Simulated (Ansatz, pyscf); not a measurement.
`[SiH4]` + `[CH][OH]` [singlet] -> `[OH][CH2][SiH3]`, an insertion on the singlet surface: H–Si broken, C–Si, C–H formed. PySCF, gas phase, ωB97X-D3(BJ)/def2-SVP geometries. Wave-function energies: Ansatz (a quantum-chemistry and plane-wave program), frozen core, RHF or UHF references. In kJ/mol, from the separated reactants.

```tsv
level	barrier	reaction energy
ωB97X-D3(BJ)/def2-TZVP	42.19	-304.75
r²SCAN/def2-TZVP	7.99	-311.97
CCSD(T)/cc-pV(D+d)Z	54.50	-267.89
CCSDT(Q)/cc-pV(D+d)Z	(withheld)	(withheld)
CCSD(T)/cc-pV(T+d)Z	45.02	-292.01
CCSD(T)/cc-pV(Q+d)Z	(withheld)	-298.24
```

What belongs in the gaps?


- CCSDT(Q)/cc-pV(D+d)Z, barrier: 53.26
- CCSDT(Q)/cc-pV(D+d)Z, reaction energy: -266.99
- CCSD(T)/cc-pV(Q+d)Z, barrier: 42.39

In cc-pV(D+d)Z, going from CCSD(T) to CCSDT(Q) shifts the barrier by -1.24 and the reaction energy by +0.91 kJ/mol. With HF in the quadruple-zeta basis and the correlation energy extrapolated as X⁻³ from X = 3, 4, CCSD(T) gives 40.01 and -302.84; adding the double-zeta shift gives ΔE‡ = 38.77 and ΔE = -301.93 kJ/mol, without core correlation, relativity or geometry relaxation at these levels. This saddle turned up in a search for another step; its sides and bond changes are read from the two ends of the descent. :HC–OH [singlet] lies 212.27 kJ/mol over its isomer H₂C=O (electronic energy, ωB97M-D3(BJ)/def2-TZVP). HO–CH₂–SiH₃ lies 204.61 kJ/mol over its isomer H₃C–SiH₂–OH (electronic energy, ωB97M-D3(BJ)/def2-TZVP). This is the saddle that the search found; another between the same sides may lie lower.
